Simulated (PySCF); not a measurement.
C3H8S2: calculation and literature

Cartesian coordinates in Å; atom numbers follow the order of the lines, from 1:
```xyz
13

C    -2.0227    0.2662   -0.5306
C    -1.0998   -0.7913    0.0355
S    -0.1154   -0.1552    1.4501
S     1.0577    1.2490    0.5799
C     2.5336    0.2850    0.1049
H    -1.4474    1.1196   -0.8858
H    -2.5907   -0.1422   -1.3641
H    -2.7165    0.6114    0.2324
H    -0.4012   -1.1632   -0.7138
H    -1.6546   -1.6288    0.4555
H     3.2436    0.9972   -0.3008
H     2.2656   -0.4479   -0.6497
H     2.9433   -0.1993    0.9851
```

Measured values that the calculation should reproduce: δ ¹³C C2 31.8; C1 14.7 ppm (measured; solution, not stated per compound (mostly CDCl3 or CCl4); Pretsch, Buehlmann, Badertscher, Structure Determination of Organic Compounds, 4th ed. (2009)).

All values are calculated (PySCF 2.14.0 with density-fitted response routines): shielding tensors at PBE0/pcSseg-1 (GIAO), structure optimised with GFN2-xTB. One computed conformer, relativity neglected, rapidly exchanging positions averaged, no solvent.

Question: What does the calculation give, and how does it compare?

Answer: 
Reference values: measured (solution, not stated per compound (mostly CDCl3 or CCl4); Pretsch, Buehlmann, Badertscher, Structure Determination of Organic Compounds, 4th ed. (2009)).
| atoms | quantity | reference | computed | computed, scaled |
| --- | --- | --- | --- | --- |
| C2 | δ ¹³C | 31.8 | 36.4 | 33.4 |
| C1 | δ ¹³C | 14.7 | 16.1 | 13.6 |

Computed shifts are σ(ref) − σ with the named reference compound (TMS for H and C) calculated as an isolated molecule at the same level. The measured values may be among those fitted. Expected solution values come from regression of measured δ (H and C: mostly CDCl3, vs TMS) on computed σ: ¹³C: δ = 180.61 − 0.978σ (rms 2.1 ppm, 210 shifts, 2.3 ppm with the 2 outliers that the fit left out). A few per cent of atoms miss by over 2 rms, more outside the fitted compound classes.

Question: How far are the unscaled ¹³C shifts from the references?

Answer: Mean signed difference +3.00 ppm, mean absolute 3.00 ppm over 2 comparisons; the largest is +4.6 ppm at C2 (sp3 CH2 bonded to S).
